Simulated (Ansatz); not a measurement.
# C₄H₆S: up Jacob's ladder to CCSD(T)

The task here is to estimate one member of a computed series from the others.

The runs use Ansatz 0.2.0, Gaussian basis; functionals in def2-TZVPP, the program's frozen cores in correlated methods.

Plan: PBE-D4, r2SCAN-D4, PBE0-D4, B3LYP-D4, ωB97X-V, ωB97M-V, B2PLYP; CCSD(T)/def2-TZVPP; MP2/def2-QZVPP; extrapolation to the limit.

## The relaxed structure

All runs share one geometry, relaxed beforehand with PBE0-D4 in a triple-zeta def2 set.

11 atoms, charge 0, spin multiplicity 1.

Atoms are counted from 1 here; the program's logs count them from 0.

Bond lengths: C1–C2 1.521 Å, C1–H6 1.091 Å, C1–H7 1.092 Å, C1–H8 1.092 Å, C2–C3 1.462 Å, C2–H9 1.096 Å, C2–H10 1.096 Å, C3–C4 1.275 Å, C3–S5 1.842 Å, C4–S5 1.834 Å, C4–H11 1.074 Å. Angles: C2–C1–H6 110.4°, C2–C1–H7 111.0°, C2–C1–H8 111.0°, H6–C1–H7 108.1°, H6–C1–H8 108.1°, H7–C1–H8 108.1°, C1–C2–C3 112.8°, C1–C2–H9 111.1°, C1–C2–H10 111.1°, C3–C2–H9 108.0°, C3–C2–H10 107.9°, H9–C2–H10 105.6°, C2–C3–C4 153.8°, C2–C3–S5 136.8°, C4–C3–S5 69.4°, C3–C4–S5 70.0°, C3–C4–H11 152.2°, S5–C4–H11 137.8° and more.

As a file:

```xyz
11

C    -0.9038    0.4300    1.0482
C    -0.0186    0.8134   -0.1283
C     0.6494   -0.3379   -0.7333
C     0.9249   -1.5790   -0.8325
S     1.8162   -0.6341   -2.1269
H    -1.3820    1.3158    1.4694
H    -0.3201   -0.0482    1.8371
H    -1.6874   -0.2638    0.7381
H    -0.5976    1.3176   -0.9107
H     0.7530    1.5306    0.1749
H     0.8313   -2.6012   -0.5153
```

Set-up of the first run:

Input file in.yaml:

```yaml
crystal:
  periodic: [false, false, false]
  atoms:
    - {symbol: C, position_ang: [-0.903761, 0.429964, 1.048247]}
    - {symbol: C, position_ang: [-0.018557, 0.813373, -0.128310]}
    - {symbol: C, position_ang: [0.649374, -0.337918, -0.733340]}
    - {symbol: C, position_ang: [0.924896, -1.578956, -0.832519]}
    - {symbol: S, position_ang: [1.816190, -0.634142, -2.126876]}
    - {symbol: H, position_ang: [-1.381970, 1.315843, 1.469383]}
    - {symbol: H, position_ang: [-0.320116, -0.048177, 1.837068]}
    - {symbol: H, position_ang: [-1.687355, -0.263807, 0.738150]}
    - {symbol: H, position_ang: [-0.597619, 1.317602, -0.910667]}
    - {symbol: H, position_ang: [0.752962, 1.530641, 0.174892]}
    - {symbol: H, position_ang: [0.831256, -2.601225, -0.515329]}
basis:
  gaussian: {orbitals: def2-TZVPP}
hamiltonian: {xc: pbe, dispersion: d4}
output: {forces: true, orbitals: {seedname: orbitals}}
```

Started as:

```console
ansatz run in.yaml --threads 4 --pin off --events-out ev --progress --plain --max-ram 10444MiB
```

Among the steps run: PBE-D4 (GGA); r2SCAN-D4 (meta-GGA); PBE0-D4 (hybrid); B3LYP-D4 (hybrid); ωB97X-V (range-separated); ωB97M-V (range-separated); B2PLYP (double hybrid); CCSD(T) in def2-TZVPP; MP2 in def2-QZVPP.

One of the session's tables, all rows but one given; the rest of the session is left out.

It belongs to the step «Atomisation energies». 

```
            method  atomisation energy (kJ/mol)
            PBE-D4                       4507.9
         r2SCAN-D4                       4387.9
           PBE0-D4                       4422.0
          B3LYP-D4                       4364.8
           ωB97X-V                       4371.7
           ωB97M-V                       4385.1
            B2PLYP                       4322.6
     HF/def2-TZVPP                       3150.6
    MP2/def2-TZVPP                       4338.3
   CCSD/def2-TZVPP                       4168.2
CCSD(T)/def2-TZVPP                       4247.4
           MP2/CBS                       4451.0
       CCSD(T)/CBS                            ?
```

Q: Estimate the row for CCSD(T)/CBS from the others.

The run gave: atomisation energy (kJ/mol): 4360.1. In the column «atomisation energy (kJ/mol)» it lies between MP2/def2-TZVPP (4338.3) and B3LYP-D4 (4364.8).
